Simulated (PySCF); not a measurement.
All of these have the formula C2H7Al. Method used: TDDFT CAM-B3LYP/def2-SVPD, vertical, gas phase, core orbitals frozen in the response in PySCF 2.14.0, density-fitted response routines. Geometries: PBE0-D3(BJ)/def2-SVP; one conformer of each isolated species. Triplets are in the Tamm–Dancoff approximation.

A. `[H][Al]([H])[CH2]C`
B. `C[CH2][AlH2]`
C. `[H][Al]([CH3])[CH3]`

Lowest singlet levels (six at most, fewer where fewer were computed) with oscillator strengths:

1. 4.88 eV (f 0.002); 5.41 eV (f 0.000); 6.95 eV (f 0.044); 7.59 eV (f 0.001); 7.69 eV (f 0.044); 7.82 eV (f 0.026); T1 4.56 eV
2. 5.53 eV (f 0.000); 5.59 eV (f 0.005); 6.95 eV (f 0.116); 7.30 eV (f 0.044); 8.00 eV (f 0.017); 8.02 eV (f 0.094); T1 5.14 eV
3. 4.96 eV (f 0.002); 5.50 eV (f 0.000); 6.84 eV (f 0.041); 7.70 eV (f 0.001); 7.82 eV (f 0.012); 7.90 eV (f 0.006); T1 4.64 eV

Problem. Match each spectrum to its molecule.

Solution. 1 = A, 2 = C, 3 = B.
- A: S1 at 4.88 eV, HOMO→LUMO (98%); Löwdin shares by element: HOMO carbon 50%, aluminium 22%, hydrogen 6% or more (atoms not listed hold the other 22%); LUMO aluminium 61%, hydrogen 20% or more, carbon 8% or more; HOMO -8.91 and LUMO -0.45 eV.
- B: S1 at 4.96 eV, HOMO→LUMO (98%); Löwdin shares by element: HOMO carbon 50%, aluminium 22%, hydrogen 6% or more (atoms not listed hold the other 22%); LUMO aluminium 64%, hydrogen 20% or more, carbon 10% or more; HOMO -8.93 and LUMO -0.38 eV.
- C: S1 at 5.53 eV, HOMO→LUMO (98%); Löwdin shares by element: HOMO carbon 58%, aluminium 20%, hydrogen 4% or more (atoms not listed hold the other 17%); LUMO aluminium 60%, carbon 20%, hydrogen 12% or more; HOMO -9.18 and LUMO 0.03 eV.
A and B have S1 within 0.08 eV of each other; their strongest listed levels stand at 6.95 eV (f 0.044) and 6.84 eV (f 0.041).
